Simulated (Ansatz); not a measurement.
```yaml
crystal:
  periodic: [false, false, false]
  atoms:
    - {symbol: F, position_ang: [-0.227523, -1.659111, 1.064095]}
    - {symbol: C, position_ang: [-0.043682, -0.498777, 0.388717]}
    - {symbol: C, position_ang: [0.626828, 0.060694, -0.566851]}
    - {symbol: N, position_ang: [-0.737687, 0.431647, 0.099000]}
    - {symbol: H, position_ang: [1.197471, 0.343511, -1.591906]}
    - {symbol: H, position_ang: [-0.480327, 1.320966, 0.674619]}
basis:
  gaussian: {orbitals: def2-SVPD}
magnetization: {spin_polarized: true, initial_magnetization: 2}
hamiltonian: {xc: {name: HF}}
correlation: {method: mp2, frozen_orbitals: {F: 0}}
accuracy: high
```

```sh
$ ansatz run in.yaml --threads 2 --pin off --events-out ev --progress --plain --max-ram 4352MiB
```

Question: How does Ansatz answer? (Best estimate.)

Answer: Ansatz gave: The program refused the input.
```
Functional definition: HF
  name "HF"
  cite "Fock, Z. Phys. 61, 126 (1930) doi:10.1007/BF01340294"
  parent pbe
  exchange = exact_x
  correlation = 0
Error: "frozen_orbitals" has no count for C
```
